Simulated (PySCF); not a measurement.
Gas-phase XPS of Mg(NH2)2, computed

Compound: Mg(NH2)2.
Cartesian coordinates in Å at the PBE0-D3(BJ)/def2-SVP level; atoms count from 1:
```xyz
7
H4MgN2 angstrom
Mg    -0.0004    0.0022   -0.0002
N     -0.0140   -0.0008    1.8922
H      0.0614    0.8105    2.4994
H     -0.0797   -0.8134    2.4987
N      0.0099    0.0065   -1.8928
H      0.8265   -0.0259   -2.4964
H     -0.8038    0.0208   -2.5011
```

Computed, not measured: delta-SCF UKS SCAN, pcX-2 on the ionised atom, pcseg-1 elsewhere, spin-free X2C in PySCF. Each binding energy is the total energy of the core-ionised species, with the hole localised on one atom, minus that of the ground state; both are solved self-consistently, so orbital relaxation is included.

Question: List the computed XPS lines with their assignment.

Answer: 
```json
{"atom(s)": "Mg1", "environment": "magnesium bonded to 2 N", "level": "Mg 1s", "binding energy (eV)": "1310.78", "count": "1"}
{"atom(s)": "N2/N5", "environment": "nitrogen bonded to Mg and 2 H", "level": "N 1s", "binding energy (eV)": "403.07", "count": "2"}
```

Question: Which photon energy gives electrons from N 1s of N2 (atom 2)/N5 a kinetic energy of 150 eV, and what is their de Broglie wavelength?

Answer: hν = 403.07 + 150 = 553.07 eV, recoil neglected; λ = 12.264 Å/√(E/eV) = 1.00 Å.

Question: Give the binding energy of N 1s of N2/N5 in hartree and in kJ/mol.

Answer: 403.07 eV = 14.8125 Eh = 38890 kJ/mol.

The first atom of each set that the bonding makes equivalent was ionised and stands for the set. Geometry: PBE0-D3(BJ)/def2-SVP; no solvent, vibrations or thermal averaging.
